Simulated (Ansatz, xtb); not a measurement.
**Relative energy of two structures of CH2AlB**

Structure I: `B=[CH][Al]`, a singlet. Structure II: a singlet given by its coordinates. Both are isolated molecules in the gas phase, relaxed with B3LYP-D3(BJ)/6-311G**.

I (Å):

```yaml
atoms:
  - { symbol: C, position_ang: [0.2118, 0.7792, 0.0666] }
  - { symbol: Al, position_ang: [-0.7593, -0.4960, 1.2717] }
  - { symbol: B, position_ang: [0.6340, 0.1916, -1.0764] }
  - { symbol: H, position_ang: [0.9116, -0.4891, -1.9871] }
  - { symbol: H, position_ang: [0.2272, 1.7423, 0.5586] }
```

II (Å):

| atom | x (Å) | y (Å) | z (Å) |
| --- | --- | --- | --- |
| C | -1.0443 | -0.9320 | -2.7568 |
| Al | -0.0908 | -0.6018 | -1.2943 |
| B | -1.0636 | 0.3133 | -3.3261 |
| H | -1.1585 | 1.3207 | -3.9201 |
| H | 0.7238 | -0.5261 | 0.0443 |

Close contacts (Å): C1–Al2 1.78, C1–B3 1.37, Al2–B3 2.43, Al2–H5 1.57, B3–H4 1.17.

**Question.** Which of the two would you expect CCSD(T)/def2-TZVPP electronic energies to favour?

**Answer.** Structure I; the calculation gives E(II) − E(I) = +19.4 kcal/mol.

How the difference moves with the method:

| level | geometry | E(II) − E(I) (kcal/mol) | departure from the last row (kcal/mol) | job, with rough time for the two |
| --- | --- | --- | --- | --- |
| GFN2-xTB | GFN2-xTB | +1.1 | −18.2 | optimisation, 0.22 s |
| HF/STO-3G | GFN2-xTB | +32.8 | +13.4 | single point, 0.3 s |
| r2SCAN-D4/def2-SVP | GFN2-xTB | +17.2 | −2.2 | single point, 2.6 s |
| B3LYP-D3(BJ)/6-311G** | B3LYP-D3(BJ)/6-311G** | +23.3 | +4.0 | optimisation, 34 s |
| HF/def2-TZVPP | B3LYP-D3(BJ)/6-311G** | +24.6 | +5.2 | part of the CCSD(T) run |
| MP2/def2-TZVPP | B3LYP-D3(BJ)/6-311G** | +15.5 | −3.8 | part of the CCSD(T) run |
| CCSD(T)/def2-TZVPP | B3LYP-D3(BJ)/6-311G** | +19.4 |  | single point, 29 s |

The levels shown agree on the order. The largest departure from CCSD(T)/def2-TZVPP is that of GFN2-xTB, 18.2 kcal/mol.

With harmonic frequencies from B3LYP-D3(BJ)/6-311G** (ideal gas, rigid rotor, one conformer each, 298.15 K, 1 atm): on the last row, ΔE + ΔZPE = +17.7, ΔH = +17.7, ΔG = +18.0 kcal/mol.

The T1 diagnostic of structure I is large, so the coupled-cluster value is less sure. The correlated steps freeze 7 core orbitals. Codes used: Ansatz 0.2.0, xtb 6.7.1; the last row on 1 thread of Intel(R) Xeon(R) Platinum 8259CL CPU @ 2.50GHz (Skylake/Cascade Lake) on a shared host.
